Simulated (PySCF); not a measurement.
## Orbital energies and ionisation energy

cis-1-chloro-2-fluoroethylene, C₂H₂ClF.
SMILES with atom numbers: `[F:1]/[CH:2]=[CH:3]\[Cl:4]` (hydrogens: H5 on C2; H6 on C3)

Geometry (PBE0-D3(BJ)/def2-SVP, Å), atoms numbered from 1 in this order:
```xyz
6
C2H2ClF angstrom
F     -0.706    0.741    1.399
C     -0.562   -0.120    0.408
C      0.435   -0.064   -0.472
Cl     1.659    1.136   -0.429
H     -1.335   -0.893    0.368
H      0.509   -0.800   -1.274
```

Level: CAM-B3LYP/def2-SVPD (PySCF). Frontier orbitals with their largest atomic shares (Löwdin; up to four atoms above 4 %):

| orbital | ε (eV) | main atoms |
| --- | --- | --- |
| HOMO−3 | -12.77 | F1 45 %, C2 20 %, H5 13 %, Cl4 12 % |
| HOMO−2 | -12.07 | Cl4 60 %, C3 24 %, F1 7 %, C2 7 % |
| HOMO−1 | -10.62 | Cl4 81 %, C3 12 % |
| HOMO | -8.89 | ? |
| LUMO | 0.94 | C2 34 %, C3 33 %, Cl4 12 %, F1 10 % |
| LUMO+1 | 1.17 | C2 30 %, Cl4 28 %, C3 17 %, H5 12 % |
| LUMO+2 | 1.60 | Cl4 54 %, H6 17 %, C3 16 %, C2 6 % |

**Question.** What vertical ionisation energy does ΔSCF give, and how far is −ε(HOMO) from it?

**Answer.** ΔSCF: 10.02 eV (967 kJ/mol; threshold wavelength 124 nm); ⟨S²⟩ of the doublet left behind is 0.755, against 0.75 for a pure doublet. −ε(HOMO) is 8.89 eV, 1.13 eV below it. In exact Kohn–Sham theory the two would be equal; CAM-B3LYP (range-separated hybrid) falls short of its own ΔSCF value by 11 %.

**Question.** On which atoms does the HOMO lie?

**Answer.** Cl4 (vinyl chlorine) 30 %, C3 (vinylic C–Cl carbon) 29 %, C2 (vinylic C–F carbon) 26 %, F1 (vinyl fluorine) 11 %, so no atom holds as much as 40 %. The HOMO−1 lies 1.73 eV lower.

**Question.** With α = 40.5 au, estimate the like-pair dispersion coefficient by London's formula C6 = (3/4)α²I.

**Answer.** I = 0.3683 Eh, so C6 ≈ 454 au, a rough estimate.

**Question.** Shift the occupied levels rigidly so that −ε(HOMO) equals the ΔSCF value. What binding energies result?

**Answer.** The shift is +1.13 eV: HOMO 10.02, HOMO−1 11.75, HOMO−2 13.20, HOMO−3 13.90 eV. A rigid shift is only a rough guide to the deeper ionisations.

**Question.** What kinetic energy would electrons from this vertical process carry with Lyman-α light (10.199 eV)?

**Answer.** 10.20 − 10.02 = 0.18 eV.

**Question.** How many of the 10 lowest singlet excitations (vertical TDDFT, same level) lie below the ionisation energy?

**Answer.** All 10; they run from 6.44 to 8.93 eV.

Isolated species at its PBE0-D3(BJ)/def2-SVP geometry, gas phase.
